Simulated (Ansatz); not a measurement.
**Al2H3F (SMILES [F][AlH][AlH2]): methods side by side**

Al2H3F, singlet, SMILES `[F][AlH][AlH2]`. Each level relaxes the structure for itself.

Each level gives the zero-point energy at each level's own minimum (kJ/mol). The values are calculated.

```tsv
level	kind	program	value (kJ/mol)
HF/STO-3G	Hartree–Fock	Ansatz	81.6
HF/3-21G	Hartree–Fock	Ansatz	61.6
HF/6-31G* (Cartesian functions)	Hartree–Fock	Ansatz	62.6
PBE/def2-SVP	GGA	Ansatz	56.9
MP2/6-31G	perturbation theory	Ansatz	58.4
```

Harmonic and unscaled. The values span 56.9 to 81.6 kJ/mol.
